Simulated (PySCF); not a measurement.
Molecule: SMILES CC[C@H](C)F, C4H9F.

Geometry (Å), atoms numbered from 1 in this order:
```xyz
14

C     1.9050   -0.2788   -0.2754
C     0.6342    0.3372    0.2841
C    -0.6288   -0.2746   -0.2902
C    -1.9031    0.3162    0.2655
F    -0.6220   -1.6354   -0.0213
H     1.9791   -0.1247   -1.3640
H     1.9204   -1.3625   -0.0903
H     2.8018    0.1601    0.1861
H     0.6102    1.4227    0.0895
H     0.6026    0.2163    1.3810
H    -0.6163   -0.1729   -1.3925
H    -1.9704    1.3885    0.0297
H    -2.7806   -0.1895   -0.1622
H    -1.9346    0.1979    1.3595
```

Geometry PBE0-D3(BJ)/def2-SVP throughout; GIAO in PySCF 2.14, gas phase, one conformer, non-relativistic; equivalent atoms averaged; functional PBE0.

**Question.** How do the shifts δ (against TMS, CFCl3 at the same level) depend on the basis set? (a selection of nuclei; ppm; last column core-seconds on shared hosts with different chips, so compare them loosely)

**Answer.** 
```tsv
basis set	functions	C3	C2	C4	C1	F5	H11	H10	H12/H13/H14	H9	core-s
STO-3G	34	63.4	26.8	20.3	18.7	-131.6	1.81	0.88	0.87	0.75	2
6-31G	63	85.8	31.6	23.4	12.7	-214.4	4.55	1.67	1.35	1.37	3.5
pcSseg-0	63	92.7	33.6	26.6	13.9	-227.4	4.34	1.51	1.52	1.19	4.5
6-31G*	88	84.8	30.9	22.6	12.3	-196.3	4.54	1.54	1.18	1.28	4.9
def2-SVP	115	86.6	31.3	22.1	11.6	-184.4	4.16	1.27	1.10	1.08	6.6
cc-pVDZ	115	88.4	34.0	23.4	13.0	-191.1	4.21	1.36	1.12	1.16	7.9
pcSseg-1	130	90.9	33.4	23.5	12.2	-205.7	4.22	1.38	1.27	1.11	10
6-311+G(2d,p)	189	90.3	33.3	22.4	11.1	-203.0	4.36	1.43	1.18	1.33	13
aug-cc-pVDZ	196	88.3	33.6	22.2	11.6	-191.0	4.43	1.49	1.26	1.42	18
def2-TZVP	209	92.5	34.1	23.0	11.9	-199.7	4.35	1.43	1.18	1.36	16
IGLO-III	265	94.0	34.8	23.5	12.0	-203.1	4.38	1.45	1.19	1.36	30
cc-pVTZ	276	91.3	33.7	23.0	11.8	-197.6	4.32	1.42	1.18	1.34	28
pcSseg-2	306	94.9	35.2	23.9	12.4	-201.5	4.34	1.44	1.20	1.35	43
```

**Question.** Which nucleus among those listed moves most, in ppm?

**Answer.** F5 (fluorine on an sp3 carbon): from -227.4 ppm with pcSseg-0 to -131.6 ppm with STO-3G. The smallest spread is 0.66 ppm, at H12/H13/H14. Proton shifts span only some 12 ppm, so a few tenths of a ppm matter as much there as several ppm in carbon.

**Question.** Taking the largest basis, pcSseg-2 (306 functions), as the yardstick, rank the others by their worst heavy-atom deviation.

**Answer.** IGLO-III 1.6 ppm (265 functions), def2-TZVP 2.3 ppm (209 functions), cc-pVTZ 3.9 ppm (276 functions), pcSseg-1 4.2 ppm (130 functions), 6-311+G(2d,p) 4.6 ppm (189 functions), 6-31G* 10.1 ppm (88 functions), cc-pVDZ 10.4 ppm (115 functions), aug-cc-pVDZ 10.5 ppm (196 functions), 6-31G 13.0 ppm (63 functions), def2-SVP 17.1 ppm (115 functions), pcSseg-0 25.9 ppm (63 functions), STO-3G 69.9 ppm (34 functions).

A small basis that lands close on one nucleus may do so by chance; judge by the trend and by all nuclei.
